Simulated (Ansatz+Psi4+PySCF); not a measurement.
Two shapes of doublet SiF2(+).

Shape 1:

```xyz
3

Si   -0.0015    0.0025    0.0010
F     1.5069   -0.4694    0.2654
F    -0.5360   -1.1826   -0.9359
```

Shape 2:

```xyz
3

Si    0.0134    0.0137   -0.0088
F    -0.0061    1.2515    1.0278
F    -0.0130   -1.2294    1.0279
```

Basis set: cc-pVTZ on F; cc-pV(T+d)Z on Si (spherical functions). Correlated methods keep 7 orbitals frozen. Correlation on ROHF uses semicanonical orbitals with singles. Charge 1, multiplicity 2.

Computed with Ansatz (development build ahead of 0.2.0) and Psi4 1.11; each method stands on the lowest determinant of its kind that the runs found.

(1) Which shape is lower in energy, and by how much in each method?

Results:

(1)

```
  method  E(2) − E(1) (eV)
    ROHF             0.139
     UHF             0.137
ROHF-MP2             0.097
 UHF-MP2             0.098
```

Shape 1 is lower.
